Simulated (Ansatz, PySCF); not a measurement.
Molecule: C2H3O2, charge 0, multiplicity 2. It need not be the lowest isomer of its formula. SMILES: CO[C]=O
Coordinates optimised at B3LYP-D3(BJ)/def2-TZVP (Ansatz, a program for electronic structure):
```xyz
7

C     -0.9614    -0.0741     0.0045
O     -0.8574    -1.2555    -0.0092
O     -0.0521     0.8706     0.0100
C      1.3414     0.4223    -0.0028
H      1.9343     1.3307     0.0041
H      1.5358    -0.1804     0.8822
H      1.5258    -0.1605    -0.9030
```
Charge 0, spin multiplicity 2.


Quantity: enthalpy of formation at 298 K (from the atomisation energy, B3LYP-D3(BJ)/def2-TZVP harmonic zero-point and thermal terms from PySCF, and the atoms' enthalpies of formation in the G2/97 table; no spin-orbit terms, and no core term in the frozen-core levels), in kcal/mol. Cores are frozen in the correlated levels unless marked. UHF or UKS for open shells. No spin-orbit coupling. Non-relativistic. The coupled-cluster limit lacks core correlation, which all-electron functionals hold. CBS marks a two-point X^-3 extrapolation of the correlation energy; Hartree-Fock from the larger set. The bracket is a focal-point correction in the basis named.

| level | program | enthalpy of formation at 298 K (kcal/mol) |
|---|---|---|
| HF/aug-cc-pVDZ | Ansatz | 188.7 |
| BLYP-D4/def2-TZVPD | Ansatz + dftd4 | -49.3 |
| r2SCAN/def2-TZVPD | Ansatz | -45.5 |
| B97M-V/def2-TZVPD | Ansatz | -38.3 |
| PBE0/6-31G* | Ansatz | -42.5 |
| PBE0/def2-TZVPD | Ansatz | -41.8 |
| r2SCANh/def2-TZVPD | Ansatz | -36.8 |
| r2SCAN0-D4/def2-TZVPD | Ansatz + dftd4 | -24.8 |
| CAM-B3LYP-D4/def2-TZVPD | Ansatz + dftd4 | -43.2 |
| LC-wPBE-D4/def2-TZVPD | Ansatz + dftd4 | -44.0 |
| LC-wPBE/def2-TZVPD | Ansatz | -41.7 |
| wB97X-V/def2-TZVPD | Ansatz | -39.9 |
| B2GP-PLYP-D3(BJ)/def2-TZVPD | Ansatz + dftd3 | -30.6 |
| B2PLYP/def2-TZVPD | Ansatz | -33.1 |
| PBE-QIDH/def2-TZVPD | Ansatz | -31.4 |
| MP2/cc-pVDZ | Ansatz | -0.3 |
| RI-MP2/cc-pVQZ | Ansatz | -50.7 |
| SCS-MP2/cc-pVDZ | Ansatz | 10.7 |
| CCSD/6-31G | Ansatz | 100.1 |
| CCSD/aug-cc-pVDZ | Ansatz | 24.1 |
| RI-MP2/CBS(cc-pVTZ,cc-pVQZ)+[CCSD(T)-MP2]/cc-pVTZ | Ansatz | -37.5 |
